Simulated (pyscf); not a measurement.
Optimised with ωB97X-D3(BJ)/def2-SVP in PySCF. Correlated levels are frozen-core, on RHF or UHF. ΔMP2 is the change of the MP2 total energy from the triple- to the quadruple-zeta basis.

### Question
Estimate by transition-state theory (the high-pressure limit) the rate constant of B–F [singlet] + NH₃ -> H₂N–BH–F (singlet surface; H–N broken, B–N, B–H formed) at 900 K, with CCSD(T)/def2-TZVPP + ΔMP2(QZVPP) energies (ideal gas, 1 atm, RRHO with modes under 100 cm⁻¹ raised to 100, one conformer, R ln 2 for rigid chiral ones; no tunnelling).

### Answer
The electronic barrier is 26.6 kcal/mol and the thermal terms add +26.2, so ΔG‡ = 52.8 kcal/mol. With k_BT/h = 1.88e+13 s⁻¹ and RT = 1.788 kcal/mol, and a volume of 1.23e-19 cm³ per molecule at 1 atm, k = 3.5e-19 cm³ molecule⁻¹ s⁻¹. The product is born with the 105 kcal/mol of the reverse barrier and needs collisions to keep. Wigner's tunnelling factor for 1649i cm⁻¹ would be 1.29. A shift of 1 kcal/mol in the barrier changes k by a factor 1.7. The reactants may also form a dative adduct at B–F [singlet]; it and routes through it were not searched. This is the saddle that the search found; another between the same sides may lie lower. The CCSD(T) − MP2 part came from Ansatz, without density fitting, on the same reference.
